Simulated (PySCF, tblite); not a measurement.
**methoxyacetone (C4H8O2): geometry, infrared bands and NMR shifts**

Aim: predict the infrared bands and NMR shifts of methoxyacetone (C4H8O2) (`COCC(C)=O`).

Computed with tblite 0.8.0 and PySCF 2.14.0, with density-fitted response routines of our own, on a single molecule in the gas phase. Atoms are numbered from 0 throughout.

### Step 1. The molecule as given

14 atoms, charge 0, multiplicity 1; geometry from: force field or distance geometry start.

Bonds of the start (Å): C0–O1 1.40, O1–C2 1.42, C2–C3 1.48, C3–C4 1.49, C3–O5 1.23, C0–H6 1.13, C0–H7 1.10, C0–H8 1.13, C2–H9 1.12, C2–H10 1.10, C4–H11 1.11, C4–H12 1.13, C4–H13 1.11.

### Step 2. Relaxing the molecule with GFN2-xTB

Job settings and geometry (Å):

```
{"job": {"kind": "relax", "xc": "GFN2-xTB", "basis": "xTB"}, "charge": 0, "multiplicity": 1}
C     -2.125800    -0.009300    -0.459400
O     -0.748100    -0.181900    -0.624100
C     -0.215500     0.230900     0.625500
C      1.257200     0.126700     0.650600
C      2.051400    -0.389500    -0.494800
O      1.795800     0.466000     1.704000
H     -2.356200     1.074100    -0.251300
H     -2.680000    -0.362200    -1.345600
H     -2.404000    -0.592200     0.468300
H     -0.472100     1.312800     0.728700
H     -0.749100    -0.307400     1.426500
H      1.401200    -1.041500    -1.119000
H      2.230100     0.528400    -1.121500
H      3.014400    -0.855300    -0.210200
```

Run with:

```
$ OMP_NUM_THREADS=1 python probes_run.py task.json out
```

One launch serves the whole session: the jobs run in the order shown.

**Question.** This job is followed by: GFN2-xTB harmonic vibrations, gas phase; GIAO PBE0/pcSseg-1 NMR shielding, non-relativistic, gas phase. Predict these results of the whole session: strongest single infrared mode (GFN2-xTB); zero-point energy (GFN2-xTB); ¹³C shifts against TMS (PBE0/pcSseg-1); ¹H shifts against TMS (PBE0/pcSseg-1, means over atoms taken as alike); ¹⁷O shifts against H2O (PBE0/pcSseg-1).

The runs gave:

```
                                                              quantity                        value
                             strongest single infrared mode (GFN2-xTB)        1777 cm⁻¹, 343 km/mol
                                          zero-point energy (GFN2-xTB)                71.2 kcal/mol
                                ¹³C shifts against TMS (PBE0/pcSseg-1)  213.6, 83.2, 61.0, 30.5 ppm
¹H shifts against TMS (PBE0/pcSseg-1, means over atoms taken as alike)         3.82, 3.57, 2.28 ppm
                                ¹⁷O shifts against H2O (PBE0/pcSseg-1)              656.6, 17.0 ppm
```

What this shows: Over 74 steps the energy fell by 0.450 eV; of the close pairs, C2–C3 changed most, 1.477 to 1.522 Å. All 36 modes are real, so the xTB geometry is a minimum. The strongest single mode, at 1777 cm⁻¹, moves mainly C3 and O5. GFN2-xTB is a fitted tight-binding method: band positions and strengths are rough. Its intensities can rank the bands wrongly. C3 (ketone carbonyl carbon) lies farthest downfield among carbon, at 213.6 ppm; low-lying n→π* states of the double bond to the heteroatom give a large paramagnetic term (-276 ppm). H9, H10 (mean) (hydrogen on an sp3 CH2 bonded to O, α to a carbonyl) lies farthest downfield among hydrogen, at 3.82 ppm; its carbon carries O, an electronegative neighbour. At PBE0/pcSseg-1: The largest span, 1255 ppm, is at O5, where the paramagnetic term is -717 ppm.
